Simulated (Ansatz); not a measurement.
# AlNH₄ (triplet): wave-function methods side by side, cc-pVDZ

How much of the correlation energy of AlNH₄ (triplet) does each wave-function method recover here?

The runs use Ansatz 0.2.0, Gaussian basis; cc-pVDZ, core rule «outside noble gas», up to 6 orbitals frozen.

The runs, in order: UHF; CCSD(T) on ROHF; CCSD(T) on UHF; BCCD(T) on ROHF; CISD as a restricted active space (open shells left free, so some higher excitations enter); CCSDT(Q) on ROHF; CCSDT(Q) on UHF; CASSCF and MRCISD+Q, 10 electrons in 11 orbitals; CASSCF and NEVPT2, 10 electrons in 11 orbitals.

25 further runs of the same task are left out: 7 for a known fault of the program, 6 that didn't finish, 12 set aside as unsound or not needed. Runs told in other sessions of the task aren't counted.

**1. The geometry**

The geometry is a PBE0/def2-TZVP stationary point (not a proven minimum).

6 atoms, charge 0, spin multiplicity 3.

Atoms are counted from 1 here; the program's logs count them from 0.

Bond lengths: Al1–N2 1.903 Å, Al1–H3 1.762 Å, Al1–H4 1.762 Å, N2–H5 1.017 Å, N2–H6 1.017 Å. Angles: N2–Al1–H3 79.3°, N2–Al1–H4 79.3°, H3–Al1–H4 158.6°, Al1–N2–H5 125.6°, Al1–N2–H6 125.6°, H5–N2–H6 108.8°.

**2. UHF**

Input file in.yaml:

```yaml
crystal:
  periodic: [false, false, false]
  atoms:
    - {symbol: Al, position_ang: [0.000000, 0.000000, 0.718558]}
    - {symbol: N, position_ang: [0.000000, 0.000000, -1.184814]}
    - {symbol: H, position_ang: [0.000000, -1.731178, 0.391627]}
    - {symbol: H, position_ang: [0.000000, 1.731178, 0.391627]}
    - {symbol: H, position_ang: [-0.826335, 0.000000, -1.776862]}
    - {symbol: H, position_ang: [0.826335, 0.000000, -1.776862]}
basis:
  gaussian: {orbitals: cc-pVDZ}
magnetization: {spin_polarized: true, initial_magnetization: 2}
hamiltonian: {xc: hf}
output: {orbitals: {seedname: orbitals}}
```

Run with:

```sh
$ ansatz run in.yaml --threads 1 --pin off --events-out ev --progress --plain --max-ram 2393MiB
```

The runs that follow: CCSD(T) on ROHF; CCSD(T) on UHF; BCCD(T) on ROHF; CISD as a restricted active space (open shells left free, so some higher excitations enter); CCSDT(Q) on ROHF; CCSDT(Q) on UHF; CASSCF and MRCISD+Q, 10 electrons in 11 orbitals; CASSCF and NEVPT2, 10 electrons in 11 orbitals.

Q: Predict the results of all the runs planned. Wanted: UCCSDT(Q) from the RHF energy; RMP2 from UCCSDT(Q); UMP2 from UCCSDT(Q); RCCSD from UCCSDT(Q); RCCSD(T) from UCCSDT(Q); UCCSD(T) from UCCSDT(Q); RCCSDT(Q) from UCCSDT(Q); NEVPT2 valence from UCCSDT(Q); MRCISD+Q valence from UCCSDT(Q).

**Answer**, as computed:

| quantity | value |
| --- | --- |
| UCCSDT(Q) from the ROHF energy | -7.4538 eV |
| RMP2 from UCCSDT(Q) | +137.1 kJ/mol |
| UMP2 from UCCSDT(Q) | +131.6 kJ/mol |
| RCCSD from UCCSDT(Q) | +24.1 kJ/mol |
| RCCSD(T) from UCCSDT(Q) | +5.7 kJ/mol |
| UCCSD(T) from UCCSDT(Q) | +5.3 kJ/mol |
| RCCSDT(Q) from UCCSDT(Q) | +0.2 kJ/mol |
| NEVPT2 valence from UCCSDT(Q) | +109.6 kJ/mol |
| MRCISD+Q valence from UCCSDT(Q) | +9.1 kJ/mol |
| levels within 1 kcal/mol (43 meV) | RCCSDT, UCCSDT, RCCSDT(Q) |
| T1 diagnostic | 0.052 |
| effectively unpaired electrons | 2.03 |

What this shows: RCCSD(T) misses by +5.7 kJ/mol, 0.8 % of the correlation energy. The occupations are near whole numbers, but T1 = 0.052 shows that the orbitals relax strongly. Of the multireference levels listed MRCISD+Q valence comes nearest in total energy (+9.1 kJ/mol), which doesn't show that its space is the better one. These misses are within one basis, not against nature; the frozen cores of restricted and unrestricted runs differ, which can shift their rows.

With open shells the CI space here admits some higher excitations, so it is larger than plain CISD.
